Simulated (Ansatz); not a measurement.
Two structures of SiH$_{5}$F, singlet, reached by relaxing down either side of one saddle point (PBE0-D4/def2-TZVP). Energies are electronic, without zero-point energy. Ansatz 0.2.0; basis: def2-TZVPP and def2-QZVPP; cores frozen in the correlated methods. Extrapolation: Hartree–Fock as exp(−7.88 √X), correlation as X^−2.97. First:

Si1  (-0.634, -0.944, 0.090)
F2  (0.873, -0.531, 0.440)
H3  (-0.595, -2.049, -0.896)
H4  (-1.320, 0.240, -0.478)
H5  (-1.297, -1.382, 1.341)
H6  (1.510, 1.980, -0.132)
H7  (1.462, 2.687, -0.366)
(Å)

Second:

```xyz
7
angstrom
Si -0.8717 -0.0654 -0.2597
F 2.4944 -0.1208 0.8372
H -0.4815 -1.1999 -1.1289
H -2.0546 0.6356 -0.8138
H -1.1396 -0.5316 1.1208
H 1.7990 0.3649 0.4674
H 0.2540 0.9172 -0.2230
```

(1) Which bonds change from the first to the second?

(2) Give the saddle point's structure and its height above each. (To be estimated.)

T1 diagnostic: at most 0.014.

## Answers

(1) SiH₃F ([F][SiH3]) + H₂ → SiH₄ + HF; bonds formed: Si1–H7, F2–H6; bonds broken: Si1–F2, H6–H7.

(2) Computed: 59.95 kcal/mol above the first and 35.55 kcal/mol above the second (CCSD(T) at an estimated basis limit (MP2 extrapolated from triple and quadruple zeta, plus CCSD(T) − MP2 in triple zeta)).
Si1  (-0.407, -0.213, -0.063)
F2  (1.412, -0.429, 0.572)
H3  (-0.166, -1.281, -1.054)
H4  (-1.525, 0.588, -0.655)
H5  (-0.897, -0.575, 1.283)
H6  (1.134, 0.670, 0.151)
H7  (0.449, 1.240, -0.236)
(Å)

Labels in which every atom is bracketed show which atoms are joined, not bond orders.

For scale, one of the runs: CCSD(T)/def2-TZVPP, 143 basis functions (an equivalent command: `ansatz run in.yaml --threads 2`). Hardware: 2 CPU threads, shared host. Wall time 6.5 s; peak host memory 0.99 GiB.
